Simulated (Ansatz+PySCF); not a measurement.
A calculation with PySCF 2.14.0.

```python
from pyscf import gto, scf, cc

mol = gto.M(atom="""
O 0.000000 0.000000 0.000000
Al 0.657190 0.876260 1.897150
""", basis='sto-3g', charge=0, spin=3)
mf = scf.UHF(mol)
mf.kernel()
mycc = cc.CCSD(mf, frozen=6).run()
et = mycc.ccsd_t()
print(mf.e_tot, mycc.e_corr, et, mycc.e_tot + et)
```

The script is written out from the run's settings.

The run gave:

| Property | Result |
| --- | --- |
| Converged | yes |
| Reference energy | -312.66371 hartree |
| CCSD correlation energy | -0.03042 hartree |
| Triples correction | -0.00011 hartree |
| Total energy | -312.69424 hartree |
| Spin squared of the determinant | 3.808 |

This is not the lowest solution: another run reaches a determinant 0.05 eV lower. Caution: another spin multiplicity may lie lower; another reference gives a lower total.
